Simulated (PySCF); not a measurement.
CCl2, optimised at GFN2-xTB:

```xyz
3

C      0.0182    -0.0046     0.0245
Cl     0.6651     0.2869    -1.4898
Cl    -0.9641    -1.3574     0.0634
```

Energies from PySCF (xtb for GFN2), thermal terms from the rigid-rotor harmonic-oscillator model, ideal gas at 1 bar. 6-31G* has spherical d functions here. All species are closed-shell singlets. B3LYP is the form with VWN-RPA correlation.

Problem. List the harmonic frequencies (cm⁻¹, unscaled) at this level and at the other levels, each on its own geometry.

Solution. 
- GFN2-xTB: 332, 742, 783
- B3LYP/6-31G*: 325, 707, 715
- HF/6-31G*: 365, 790, 843
- PBE/def2-SVP: 322, 711, 718
- PBE0/def2-TZVP: 340, 740, 791
